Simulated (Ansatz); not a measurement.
A series at Si: from silicon tetrachloride, ligands are replaced one by one, each step taking up H₂ and setting free HCl; n counts the steps. Ansatz, PBE0-D4/def2-TZVP geometries.

```csv
n,molecule,"HOMO energy, ωB97M-V/def2-TZVPP (eV)"
0,`Cl[Si](Cl)(Cl)Cl`,?
1,`Cl[SiH](Cl)Cl`,-11.62
2,`Cl[SiH2]Cl`,-11.32
3,`[SiH3]Cl`,-11.27
4,SiH₄,-12.14
```

Q: By hand: fit a straight line y = ȳ + b (n − n̄) to the 4 given rows and predict n = 0.

A: n̄ = 2.500, ȳ = -11.588; Σ(n − n̄)(y − ȳ) = -0.755, Σ(n − n̄)² = 5.000, so b = -0.151 eV a step. Prediction: -11.588 + (-0.151) × (-2.500) = -11.21 eV.

Q: By hand: compare with the computed value, -11.77 eV, and give the steps along the whole series.

A: The line misses by -0.56 eV (computed minus predicted). Steps: 0.15, 0.30, 0.05, -0.87 eV.

The steps change sign along the series, so a line is a poor guide. The highest orbital can change its character along such a series. The miss is 64.4 % of the series' range.
